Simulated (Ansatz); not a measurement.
A run for Ansatz (a quantum-chemistry and plane-wave program): R-CCSD(T)/aug-cc-pVTZ on H2O (SMILES O).

Ansatz 0.2 input:
```yaml
crystal:
  periodic: [false, false, false]
  atoms:
    - {symbol: O, position_ang: [1.53175000, 0.00592200, -0.12088000]}
    - {symbol: H, position_ang: [0.57596800, -0.00524900, 0.02496600]}
    - {symbol: H, position_ang: [1.90624900, -0.03756100, 0.76321800]}
basis:
  gaussian:
    orbitals: aug-cc-pVTZ
magnetization: {spin_polarized: false}
correlation: {method: ccsd_t, electrons: outside_noble_gas}
scf: {lower_state_search: off}
```

Problem. Predict the final total energy.

Solution. -76.3423 hartree (reference determinant -76.0600, T1 diagnostic 0.010).
